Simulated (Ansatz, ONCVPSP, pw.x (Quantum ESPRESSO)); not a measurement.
pw.x on bcc Os: one setting changed

Potential: optimised norm-conserving Vanderbilt (ONCV), ONCVPSP 4.0.1.1 (patched build), PBEsol; core [Kr] 4d10 4f14, reference 5s2 5p6 5d6 6s1.75; waves: 5s+6s: rc 1.90 bohr, ncon 4, nbas 7, qcut 7.2 1/bohr, 2 projectors; 5p: rc 1.50 bohr, ncon 4, nbas 8, qcut 10.6 1/bohr, 2 projectors, debl 3 Ha; 5d: rc 2.00 bohr, ncon 3, nbas 8, qcut 7 1/bohr, 2 projectors, debl 1 Ha; local part: polynomial inside 1.45 bohr (lpopt 3, dvloc0 8 Ha); core correction: none.

The reference run (k-mesh 15³, cutoffs 95/380 Ry, Fermi–Dirac 0.01 Ry, mixing_beta 0.4, conv_thr 1e-9, no spin) gives -0.89 GPa at 14.348 Å³/atom, where all-electron LAPW gives 0.50 GPa. This run, with its own iteration cap, changes ecutwfc (ecutrho with it) to 5, a wrong or extreme entry chosen on purpose.

```
&control
  calculation='scf', prefix='x', pseudo_dir='./', outdir='./tmp', tstress=.true., disk_io='none'
/
&system
  ibrav=0, nat=1, ntyp=1, ecutwfc=5, ecutrho=20, nbnd=16,
  occupations='smearing', smearing='fd', degauss=0.01
/
&electrons
  conv_thr=1e-09, mixing_beta=0.4, electron_maxstep=70
/
ATOMIC_SPECIES
Os 1.0 Os.UPF
CELL_PARAMETERS angstrom
  -1.53077182 1.53077182 1.53077182
  1.53077182 -1.53077182 1.53077182
  1.53077182 1.53077182 -1.53077182
ATOMIC_POSITIONS crystal
Os 0.0000 0.0000 0.0000
K_POINTS automatic
15 15 15 0 0 0
```

```bash
pw.x < Os.scf.in > Os.scf.out
```

Q: How does the run end?

A: It stops with "memory_report: more bands than PWs!".

```
Message from routine setup:
     using ibrav=0 with symmetry is DISCOURAGED, use correct ibrav instead
     lattice parameter (alat)  =       5.0104  a.u.
     unit-cell volume          =      96.8251 (a.u.)^3
     number of electrons       =        16.00
     number of Kohn-Sham states=           16
     kinetic-energy cutoff     =       5.0000  Ry
     charge density cutoff     =      20.0000  Ry
     scf convergence threshold =      1.0E-09
     Exchange-correlation= PBESOL
     number of k points=   120  Fermi-Dirac smearing, width (Ry)=  0.0100
     Error in routine memory_report (1):
     more bands than PWs!
```

The run took about 0.5 s on one core of a shared host (Intel(R) Xeon(R) Platinum 8488C, 96 threads, 744 GiB, load 49).
